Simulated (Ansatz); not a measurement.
Run this with Ansatz's Python interface and show what comes out.

The script reads `ch6osi.xyz`:
```text
9

C    -0.74130    0.58600   -0.58740
Si    0.49060   -0.56390   -0.01830
O     1.25660   -0.03940    1.32950
H    -1.23260    0.26310   -1.48980
H    -0.34250    1.58880   -0.87740
H    -1.54320    0.82530    0.17300
H     1.51830   -0.79950   -1.08100
H    -0.11270   -1.83160    0.31840
H     0.79530   -0.07510    2.21600
```

Script `ch6osi.py`:
```python
'''Vertical ionisation energy and electron affinity of CH6OSi.'''

import ansatz as az


def total_energy(molecule, charge=0, unpaired=0):
    calc = molecule.calculation().basis(gaussian='def2-SVPD').functional('cam_b3lyp')
    if charge:
        calc = calc.charge(charge)
    if unpaired:
        calc = calc.spin('collinear', total=unpaired)
    report = calc.run().report
    if report['published_state_doubts']:
        print('  doubts:', report['published_state_doubts'])
    return report['free_energy_ev']


def main() -> None:
    molecule = az.Crystal.molecule_from_extxyz('ch6osi.xyz')

    # delta-SCF style differences, no relaxation
    parent = total_energy(molecule, 0, 0)
    cation = total_energy(molecule, 1, 1)
    print(f'E(N)   = {parent:.5f} eV')
    print(f'E(N-1) = {cation:.5f} eV  (1 unpaired)')
    print(f'vertical ionisation energy {cation - parent:.3f} eV')
    anion = total_energy(molecule, -1, 1)
    print(f'E(N+1) = {anion:.5f} eV  (1 unpaired)')
    print(f'vertical electron affinity {parent - anion:.3f} eV' + ('' if anion < parent else ' (unbound in this basis)'))
    print(f'fundamental gap IP - EA = {cation + anion - 2 * parent:.3f} eV')


if __name__ == '__main__':
    main()
```

```console
$ python ch6osi.py
E(N)   = -11054.74376 eV
E(N-1) = -11043.69453 eV  (1 unpaired)
vertical ionisation energy 11.049 eV
E(N+1) = -11053.20829 eV  (1 unpaired)
vertical electron affinity -1.535 eV (unbound in this basis)
fundamental gap IP - EA = 12.585 eV
```

At this unrelaxed geometry removing an electron costs 11.05 eV and an added one is unbound in this basis (by 1.54 eV).

Reading the output:
- Total energies depend on the basis set; only differences at equal settings carry meaning.
- The geometry is a force-field or estimated start, not a minimum of this method, and the basis set is short of its limit. All parts are taken at fixed geometry, without zero-point energy. At an unrelaxed start these energies can be a whole eV from those at the minimum, and a small affinity can change sign.
- A negative electron affinity means that the anion is unbound here; its size hangs on the basis and tends to about zero as the basis grows, and so does its part in any gap built on it.
- Wall time of the script: 54 s on 1 thread of Arm Neoverse N1, on a shared host, peak memory 0.46 GiB.
